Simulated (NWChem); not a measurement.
System: SiH2 cation, doublet

NWChem input:

```
start job
memory heap 200 mb stack 900 mb global 1100 mb
charge 1
geometry units angstroms noautoz
  Si     0.000000     0.000000     0.183143
  H      1.287753     0.000000    -0.572673
  H     -1.287753     0.000000    -0.572673
end
basis spherical
  * library 6-31g*
end
dft
  odft
  mult 2
  xc xpbe96 cpbe96
  iterations 150
  mulliken
end
task dft energy
```

Output (shortened):

```
             Northwest Computational Chemistry Package (NWChem) 7.3.0
             --------------------------------------------------------

 C2V symmetry detected

                             Geometry "geometry" -> ""
                             -------------------------

 Output coordinates in angstroms (scale by  1.889725989 to convert to a.u.)

  No.       Tag          Charge          X              Y              Z
 ---- ---------------- ---------- -------------- -------------- --------------
    1 Si                  14.0000     0.00000000     0.00000000     0.09447700
    2 H                    1.0000     1.28775300     0.00000000    -0.66133900
    3 H                    1.0000    -1.28775300     0.00000000    -0.66133900

 Effective nuclear repulsion energy (a.u.)      10.1286041646

      Symmetry information
      --------------------

 Group name             C2v
 Group number             16
 Group order               4
 No. of unique centers     2

  pbe96 is a nonlocal functional; adding pw91lda local functional.

                                 NWChem DFT Module
                                 -----------------

 Summary of "ao basis" -> "ao basis" (spherical)
 ------------------------------------------------------------------------------
       Tag                 Description            Shells   Functions and Types
 ---------------- ------------------------------  ------  ---------------------
 Si                          6-31g*                  8       18   4s3p1d
 H                           6-31g*                  2        2   2s

      Symmetry analysis of basis
      --------------------------

        a1         11
        a2          1
        b1          6
        b2          4

            General Information
            -------------------
          SCF calculation type: DFT
          Wavefunction type:  spin polarized.
          No. of atoms     :     3
          No. of electrons :    15
           Alpha electrons :     8
            Beta electrons :     7
          Charge           :     1
          Spin multiplicity:     2
          Use of symmetry is: on ; symmetry adaption is: on
          Maximum number of iterations: 150
          AO basis - number of functions:    22
                     number of shells:    12
          Convergence on energy requested:  1.00D-06
          Convergence on density requested:  1.00D-05
          Convergence on gradient requested:  5.00D-04

              XC Information
              --------------
          PerdewBurkeErnzerhof Exchange Functional  1.000
            Perdew 1991 LDA Correlation Functional  1.000 local
           PerdewBurkeErnz. Correlation Functional  1.000 non-local

             Grid Information
             ----------------
          Grid used for XC integration:  medium
          Radial quadrature: Mura-Knowles
          Angular quadrature: Lebedev.
          Tag              B.-S. Rad. Rad. Pts. Rad. Cut. Ang. Pts.
          ---              ---------- --------- --------- ---------
          Si                  1.10       88           7.0       590
          H                   0.35       45           8.0       434
          Grid pruning is: on
          Number of quadrature shells:   133
          Spatial weights used:  Erf1

      Superposition of Atomic Density Guess
      -------------------------------------

 Sum of atomic energies:        -289.81377260

 Renormalizing density from      16.00 to     15

      Non-variational initial energy
      ------------------------------

 Total energy =    -278.168634
 1-e energy   =    -395.163873
 2-e energy   =     106.866635
 HOMO         =      -0.581498
 LUMO         =      -0.491450

   Symmetry analysis of molecular orbitals - initial alpha
   -------------------------------------------------------

  Numbering of irreducible representations:

     1 a1          2 a2          3 b1          4 b2

  Orbital symmetries:

     1 a1          2 a1          3 b1          4 a1          5 b2
     6 a1          7 b1          8 a1          9 b2         10 a1
    11 b1         12 a1         13 b1         14 a1         15 b2
    16 a2         17 a1         18 b2

   Symmetry analysis of molecular orbitals - initial beta
   ------------------------------------------------------

  Numbering of irreducible representations:

     1 a1          2 a2          3 b1          4 b2

  Orbital symmetries:

     1 a1          2 a1          3 b1          4 a1          5 b2
     6 a1          7 b1          8 a1          9 b2         10 a1
    11 b1         12 a1         13 b1         14 a1         15 b2
    16 a2         17 a1         18 b2

     ---------------------------------------------
      Total Density - Mulliken Population Analysis
     ---------------------------------------------

    Atom       Charge   Shell Charges
 -----------   ------   -------------------------------------------------------
    1 Si  14    13.45   2.00  2.00  6.02  1.47  1.53  0.20  0.17  0.06
    2 H    1     0.78   0.39  0.39
    3 H    1     0.78   0.39  0.39

     --------------------------------------------
      Spin Density - Mulliken Population Analysis
     --------------------------------------------

    Atom       Charge   Shell Charges
 -----------   ------   -------------------------------------------------------
    1 Si  14     0.83   0.00 -0.00 -0.00  0.10  0.58  0.03  0.12  0.01
    2 H    1     0.09   0.04  0.04
    3 H    1     0.09   0.04  0.04

   convergence    iter        energy       DeltaE   RMS-Dens  Diis-err
 ---------------- ----- ----------------- --------- --------- ---------
 d= 0,ls=0.0,diis     1   -290.0544378607 -3.00D+02  1.94D-02  1.34D-01
                                                     1.66D-02  1.52D-01
 d= 0,ls=0.0,diis     2   -290.0888345041 -3.44D-02  1.01D-02  1.69D-02
                                                     8.29D-03  1.66D-02
 d= 0,ls=0.0,diis     3   -290.0992624507 -1.04D-02  2.53D-03  1.66D-03
                                                     2.27D-03  1.51D-03
 d= 0,ls=0.0,diis     4   -290.1008690359 -1.61D-03  1.50D-04  7.69D-06
                                                     1.13D-04  3.88D-06
 d= 0,ls=0.0,diis     5   -290.1008746731 -5.64D-06  1.65D-05  7.58D-08
                                                     2.81D-05  2.03D-07
 d= 0,ls=0.0,diis     6   -290.1008748391 -1.66D-07  2.67D-06  1.17D-09
                                                     2.48D-06  1.09D-09

         Total DFT energy =     -290.100874839070
      One electron energy =     -416.894197129054
           Coulomb energy =      137.821010436173
    Exchange-Corr. energy =      -21.156292310758
 Nuclear repulsion energy =       10.128604164569

 Numeric. integr. density =       15.000000193497

                  Occupations of the irreducible representations
                  ----------------------------------------------

                     irrep           alpha         beta
                     --------     --------     --------
                     a1                5.0          4.0
                     a2                0.0          0.0
                     b1                2.0          2.0
                     b2                1.0          1.0

                    DFT Final Alpha Molecular Orbital Analysis
                    ------------------------------------------

 Vector    6  Occ=1.000000D+00  E=-7.682293D-01  Symmetry=a1
              MO Center=  9.9D-18,  2.4D-18, -1.9D-01, r^2= 1.5D+00
   Bfn.  Coefficient  Atom+Function         Bfn.  Coefficient  Atom+Function
  ----- ------------  ---------------      ----- ------------  ---------------
     6      0.688047  1 Si s                  2     -0.290374  1 Si s
    19      0.160152  2 H  s                 21      0.160152  3 H  s
    10      0.149545  1 Si s                 20      0.088540  2 H  s
    22      0.088540  3 H  s                  9     -0.073673  1 Si pz
     1      0.065256  1 Si s                  5      0.032507  1 Si pz

 Vector    7  Occ=1.000000D+00  E=-6.148435D-01  Symmetry=b1
              MO Center= -2.6D-15, -2.1D-16, -3.9D-01, r^2= 2.0D+00
   Bfn.  Coefficient  Atom+Function         Bfn.  Coefficient  Atom+Function
  ----- ------------  ---------------      ----- ------------  ---------------
     7      0.492512  1 Si px                19      0.252206  2 H  s
    21     -0.252206  3 H  s                 20      0.225668  2 H  s
    22     -0.225668  3 H  s                  3     -0.190497  1 Si px
    17      0.076488  1 Si d  1              11      0.037041  1 Si px

 Vector    8  Occ=1.000000D+00  E=-5.055825D-01  Symmetry=a1
              MO Center= -6.7D-16, -5.3D-16,  3.3D-01, r^2= 2.0D+00
   Bfn.  Coefficient  Atom+Function         Bfn.  Coefficient  Atom+Function
  ----- ------------  ---------------      ----- ------------  ---------------
     9      0.633569  1 Si pz                 6      0.338554  1 Si s
    10      0.235831  1 Si s                  5     -0.224119  1 Si pz
    20     -0.188709  2 H  s                 22     -0.188709  3 H  s
    13      0.178426  1 Si pz                19     -0.153848  2 H  s
    21     -0.153848  3 H  s                  2     -0.114856  1 Si s

 Vector    9  Occ=0.000000D+00  E=-4.301943D-01  Symmetry=b2
              MO Center= -3.4D-16, -5.8D-17,  1.1D-01, r^2= 2.0D+00
   Bfn.  Coefficient  Atom+Function         Bfn.  Coefficient  Atom+Function
  ----- ------------  ---------------      ----- ------------  ---------------
     8      0.767299  1 Si py                12      0.344439  1 Si py
     4     -0.261246  1 Si py

 Vector   10  Occ=0.000000D+00  E=-2.412689D-01  Symmetry=a1
              MO Center= -7.8D-15,  1.4D-16, -4.9D-01, r^2= 2.7D+00
   Bfn.  Coefficient  Atom+Function         Bfn.  Coefficient  Atom+Function
  ----- ------------  ---------------      ----- ------------  ---------------
    20      0.873823  2 H  s                 22      0.873823  3 H  s
    10     -0.757196  1 Si s                 13      0.623003  1 Si pz
     6     -0.523035  1 Si s                  9      0.473353  1 Si pz
    19      0.215534  2 H  s                 21      0.215534  3 H  s
    18      0.182717  1 Si d  2               5     -0.132124  1 Si pz

 Vector   11  Occ=0.000000D+00  E=-2.171562D-01  Symmetry=b1
              MO Center=  1.5D-14, -2.1D-16,  3.4D-01, r^2= 3.1D+00
   Bfn.  Coefficient  Atom+Function         Bfn.  Coefficient  Atom+Function
  ----- ------------  ---------------      ----- ------------  ---------------
    11      1.044633  1 Si px                20     -0.906428  2 H  s
    22      0.906428  3 H  s                  7      0.624834  1 Si px
    17     -0.232685  1 Si d  1               3     -0.167916  1 Si px
    19     -0.162851  2 H  s                 21      0.162851  3 H  s

                     DFT Final Beta Molecular Orbital Analysis
                     -----------------------------------------

 Vector    5  Occ=1.000000D+00  E=-3.817946D+00  Symmetry=b1
              MO Center= -2.1D-17, -3.6D-18,  9.4D-02, r^2= 1.0D-01
   Bfn.  Coefficient  Atom+Function         Bfn.  Coefficient  Atom+Function
  ----- ------------  ---------------      ----- ------------  ---------------
     3      0.991048  1 Si px                 7      0.033261  1 Si px

 Vector    6  Occ=1.000000D+00  E=-7.462958D-01  Symmetry=a1
              MO Center= -6.9D-16,  3.0D-18, -2.8D-01, r^2= 1.5D+00
   Bfn.  Coefficient  Atom+Function         Bfn.  Coefficient  Atom+Function
  ----- ------------  ---------------      ----- ------------  ---------------
     6      0.664238  1 Si s                  2     -0.282337  1 Si s
    19      0.163953  2 H  s                 21      0.163953  3 H  s
    10      0.139257  1 Si s                  9     -0.138126  1 Si pz
    20      0.097756  2 H  s                 22      0.097756  3 H  s
     1      0.063301  1 Si s                  5      0.053668  1 Si pz

 Vector    7  Occ=1.000000D+00  E=-6.013181D-01  Symmetry=b1
              MO Center= -4.1D-16, -4.4D-16, -4.0D-01, r^2= 2.0D+00
   Bfn.  Coefficient  Atom+Function         Bfn.  Coefficient  Atom+Function
  ----- ------------  ---------------      ----- ------------  ---------------
     7      0.495430  1 Si px                19      0.246058  2 H  s
    21     -0.246058  3 H  s                 20      0.227879  2 H  s
    22     -0.227879  3 H  s                  3     -0.191160  1 Si px
    17      0.088161  1 Si d  1              11      0.035755  1 Si px

 Vector    8  Occ=0.000000D+00  E=-4.335481D-01  Symmetry=a1
              MO Center= -1.0D-15,  1.2D-16,  3.6D-01, r^2= 2.0D+00
   Bfn.  Coefficient  Atom+Function         Bfn.  Coefficient  Atom+Function
  ----- ------------  ---------------      ----- ------------  ---------------
     9      0.559089  1 Si pz                 6      0.402878  1 Si s
    10      0.289552  1 Si s                 20     -0.221197  2 H  s
    22     -0.221197  3 H  s                  5     -0.203931  1 Si pz
    13      0.199775  1 Si pz                19     -0.155188  2 H  s
    21     -0.155188  3 H  s                  2     -0.140512  1 Si s

 Vector    9  Occ=0.000000D+00  E=-4.062303D-01  Symmetry=b2
              MO Center= -5.4D-16, -6.5D-16,  6.5D-02, r^2= 2.1D+00
   Bfn.  Coefficient  Atom+Function         Bfn.  Coefficient  Atom+Function
  ----- ------------  ---------------      ----- ------------  ---------------
     8      0.754900  1 Si py                12      0.357594  1 Si py
     4     -0.258098  1 Si py                15     -0.034725  1 Si d -1

 Vector   10  Occ=0.000000D+00  E=-2.242189D-01  Symmetry=a1
              MO Center= -1.0D-15, -8.1D-17, -4.8D-01, r^2= 2.7D+00
   Bfn.  Coefficient  Atom+Function         Bfn.  Coefficient  Atom+Function
  ----- ------------  ---------------      ----- ------------  ---------------
    20      0.880754  2 H  s                 22      0.880754  3 H  s
    10     -0.777669  1 Si s                 13      0.633561  1 Si pz
     9      0.496991  1 Si pz                 6     -0.485424  1 Si s
    19      0.203462  2 H  s                 21      0.203462  3 H  s
    18      0.183532  1 Si d  2               5     -0.139933  1 Si pz

     ---------------------------------------------
      Total Density - Mulliken Population Analysis
     ---------------------------------------------

    Atom       Charge   Shell Charges
 -----------   ------   -------------------------------------------------------
    1 Si  14    13.21   2.00  2.00  5.96  1.29  1.43  0.28  0.18  0.06
    2 H    1     0.90   0.47  0.42
    3 H    1     0.90   0.47  0.42

     --------------------------------------------
      Spin Density - Mulliken Population Analysis
     --------------------------------------------

    Atom       Charge   Shell Charges
 -----------   ------   -------------------------------------------------------
    1 Si  14     0.83   0.00  0.00  0.00  0.12  0.51  0.06  0.14  0.00
    2 H    1     0.09   0.05  0.04
    3 H    1     0.09   0.05  0.04

     -------------------------------------------
      Total Density - Lowdin Population Analysis
     -------------------------------------------

    Atom       Charge   Shell Charges
 -----------   ------   -------------------------------------------------------
    1 Si  14    13.18   2.00  1.99  5.87  0.99  1.30  0.48  0.50  0.07
    2 H    1     0.91   0.45  0.46
    3 H    1     0.91   0.45  0.46

     ------------------------------------------
      Spin Density - Lowdin Population Analysis
     ------------------------------------------

    Atom       Charge   Shell Charges
 -----------   ------   -------------------------------------------------------
    1 Si  14     0.86   0.00  0.00  0.01  0.11  0.45  0.05  0.22  0.01
    2 H    1     0.07   0.05  0.02
    3 H    1     0.07   0.05  0.02

   alpha - beta orbital overlaps
   -----------------------------

[...]
```

Level: PBE/6-31G* (spherical d), spin-unrestricted. In the optimisation the excess spin sits in a1 (C2v, its own frame). All runs use the structure optimised with B3LYP/6-31G* (spherical d), spin-unrestricted. No stability test was run on the SCF state.
